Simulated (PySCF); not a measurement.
**NaAl: energy against distance**

Set-up: basis Na def2-TZVP, Al def2-TZVP; no relativity; PySCF 2.14. Energies in eV from Na + Al in their ground configurations at the same level. State: ¹Σ⁺ (singlet), closed shell.

All columns are PBE0. A positive dipole means Na(−)Al(+).

```
R (Å)  E (eV)  μ (D)  Mulliken charge on Na (basis-dependent)  HOMO (eV)  LUMO (eV)  Mayer bond order  ⟨S²⟩
2.711  -0.479  -2.73                                     0.16      -3.59      -1.85              1.05  0.00
2.837  -0.603  -2.71                                     0.13      -3.58      -1.80              1.04  0.00
2.963  -0.674  -2.67                                     0.11      -3.57      -1.76              1.03  0.00
3.057  -0.700  -2.63                                     0.11      -3.56      -1.74              1.03  0.00
3.152  -0.707  -2.58                                     0.10      -3.55      -1.73              1.02  0.00
3.247  -0.700  -2.52                                     0.09      -3.53      -1.72              1.02  0.00
3.373  -0.672  -2.43                                     0.08      -3.51      -1.71              1.01  0.00
3.530  -0.617  -2.32                                     0.07      -3.48      -1.71              1.01  0.00
3.719  -0.531  -2.17                                     0.05      -3.45      -1.72              1.01  0.00
3.971  -0.397  -1.97                                     0.03      -3.40      -1.74              1.01  0.00
```

A fit through these points gives, at Re = 3.149 Å, μ = -2.58 D and dμ/dR = 0.587 D/Å; the reduced mass is 12.41 u.

Question: How strong is the fundamental in the double-harmonic approximation, I = 42.26·(dμ/dR)²/μred km/mol?

Answer: I = 42.26·(0.587)²/12.41 = 1.17 km/mol at PBE0.

Closed-shell solutions of metal pairs were not tested for spin polarisation, which can lower them a little.
